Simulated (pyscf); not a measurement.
A first-order saddle from PySCF, ωB97X-D3(BJ)/def2-SVP:

```
C
C 1 1.3498
H 2 1.0946 1 121.44
H 2 1.0946 3 117.07 1 177.47
H 1 1.0947 2 121.34 3 -6.88
H 1 1.0947 5 116.45 2 169.40
Si 1 2.7122 5 91.72 6 92.76
H 7 1.4935 1 93.92 5 176.79
H 7 1.4936 8 109.57 4 76.58
H 7 1.5030 8 109.10 9 119.39
```
Charge 0, spin multiplicity 2.

Surface: doublet, charge 0. Lowest wavenumbers (cm⁻¹): 211i, 100, 148, 260, 335.

Problem. Which two sides does it connect, and which bonds change?

Solution. SiH₃• + H₂C=CH₂ <-> •H₂C–CH₂–SiH₃, an addition read from left to right: none broken and C–Si formed. At ωB97M-D3(BJ)/def2-TZVP it lies +0.02 eV from the left side and +1.06 eV from the right (each side as separated species at their lowest minima found). This saddle turned up in a search for another step; its sides and bond changes are read from the two ends of the descent. •H₂C–CH₂–SiH₃ lies 0.87 eV over its isomer H₃C–SiH•–CH₃ (electronic energy, ωB97M-D3(BJ)/def2-TZVP). One saddle was located; it need not be the lowest between these sides.
